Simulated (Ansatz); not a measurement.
Li2S (the lowest singlet isomer of a short search) was relaxed with PBE0-D4 (def2-TZVP) in Ansatz in these states: neutral quintet, neutral singlet, neutral triplet. The geometries follow in no particular order.

A:

```xyz
3

Li   -2.204    0.281   -2.450
Li    2.197   -0.295    2.455
S     0.007    0.014   -0.005
```

B:

```xyz
3

Li   -1.333   -0.261    0.657
Li    0.513    1.157   -0.820
S     0.820   -0.896    0.163
```

C:

```
atom   x (Å)   y (Å)   z (Å)
 Li1   1.412  -0.618   1.164
 Li2  -1.716   0.431  -0.776
  S3   0.304   0.188  -0.388
```

Task: Judge from the bond lengths which geometry belongs to which state (an estimate).

Result: A is the neutral quintet (Li2–S3 3.308 Å, Li1–S3 3.308 Å); B is the neutral triplet (Li2–S3 2.298 Å, Li1–S3 2.298 Å); C is the neutral singlet (Li2–S3 2.071 Å, Li1–S3 2.071 Å).

At PBE0-D4/def2-TZVP a singlet lies 5.97 eV below the neutral quintet. At PBE0-D4/def2-TZVP a singlet lies 1.90 eV below the neutral triplet. These are the stationary points nearest to one start from a short search; other shapes may lie lower in each state. The neutral quintet has come apart into loosely held pieces.
